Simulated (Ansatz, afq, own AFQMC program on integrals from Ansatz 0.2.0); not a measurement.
Two steps: Ansatz 0.2.0 writes the Fock matrix and Cholesky factors of the valence space, and afq projects on them the lowest state that overlaps trial and start.

```yaml
crystal:
  periodic: [false, false, false]
  atoms:
    - {symbol: N, position_ang: [0.009944, -0.559671, 2.490449]}
    - {symbol: C, position_ang: [0.516327, 0.248426, -2.382105]}
    - {symbol: H, position_ang: [-0.242637, 0.313809, 2.970246]}
    - {symbol: H, position_ang: [-0.283634, -0.002565, -3.078591]}
basis:
  gaussian: {orbitals: cc-pVDZ}
magnetization: {spin_polarized: true, initial_magnetization: 3}
correlation: {method: ccsd_t, electrons: outside_noble_gas, hamiltonian_folder: ham}
```

```sh
$ ansatz run in.yaml --threads 1 --pin off --events-out ev --progress --plain --max-ram 1382MiB
```

Options of the walk:

```
--method phaseless --trial cisd --walkers 60 --populations 1 --least-time 40 --time-step 0.005 --steps-per-block 50 --equilibration-blocks 40 --max-blocks 300 --target-error 0.0008 --factor-cut 1e-05 --start spin_pure --seed 6844 --release-times 0.24,0.51,0.99,1.62,2.4 --release-step 0.03 --release-every 4 --taylor-order 6
```

Times are imaginary, in 1/Eh. The walk had a cap of 1161 s.

Output of the walk:

```
orbitals 36  electrons 7 4  factors 235 of 357
reference energy -93.23838229 Eh
CCSD correlation -0.22766077 Eh in 16 cycles, weight of the determinant in the CISD state 0.9004
energy of the start -93.465592 Eh
 block  time / (1/Eh)  mean weight  energy / Eh
     1     0.250  1.0010  -93.463114
     2     0.500  0.9987  -93.465266
     3     0.750  1.0004  -93.468597
     4     1.000  1.0005  -93.467282
     5     1.250  0.9979  -93.465211
     7     1.750  1.0011  -93.468393
     9     2.250  0.9986  -93.471502
    11     2.750  1.0010  -93.467661
    21     5.250  0.9980  -93.471121
    31     7.750  0.9997  -93.464844
    41    10.250  1.0007  -93.474107
    51    12.750  0.9993  -93.467942
    61    15.250  0.9992  -93.476313
    71    17.750  0.9964  -93.471713
    81    20.250  1.0002  -93.469672
    91    22.750  0.9992  -93.477167
   101    25.250  0.9975  -93.466177
   111    27.750  1.0010  -93.469144
   121    30.250  1.0020  -93.467621
   131    32.750  0.9986  -93.472799
   141    35.250  1.0024  -93.467236
   146    36.500  0.9996  -93.489210
   151    37.750  0.9985  -93.465817
   161    40.250  0.9994  -93.471617
   171    42.750  1.0019  -93.473372
   181    45.250  1.0000  -93.469635
   191    47.750  1.0037  -93.470082
   196    49.000  1.0001  -93.471686
blocks merged  error / Eh  count
     1  0.000329  160
     2  0.000419  80
     4  0.000442  40
     8  0.000421  20
    16  0.000433  10
released: time / (1/Eh)  energy / Eh  error  mean overlap
  0.24  -93.470226  0.000488  0.9971
  0.51  -93.470332  0.000395  0.9771
  0.99  -93.469771  0.000554  0.9815
  1.62  -93.470064  0.000594  1.0017
  2.40  -93.468247  0.000786  1.0228
energy -93.470473 +/- 0.000442 Eh
(rows thinned)
```

The run passed its tests (sampling time, drift between the halves within three errors, error under three times the target), which doesn't prove that it has relaxed.

Against this walk (error 12.0 meV) on the same determinant: CCSD(T) 31.0 meV higher, CCSDT(Q) 5.1 meV higher (within the noise). The error is statistical and leaves out the bias of the constraint. None of these is a sure reference here. Released to 2.40 1/Eh the energy lies 61 ± 25 meV (both errors) above the phaseless value, which shows part or all of the bias of the constraint, and CCSDT(Q) lies 55.4 meV below the released value.

Cautions: constraint bias not in the error; lower spins were not checked; an unrestricted solution with more broken spin lies lower (102 meV, ⟨S²⟩ 4.11); released walk and highest rung disagree (by 55 meV at 2.40 1/Eh).

The walk took 96 s on 1 thread of AMD EPYC 9R45 96-Core Processor (Zen 5), on a shared host. The log's last line is the phaseless energy.

CCSDT and higher add their correlation energy to the determinant of the CCSD(T) run, since their own runs factorise the integrals more tightly (a shift of under 2 meV).
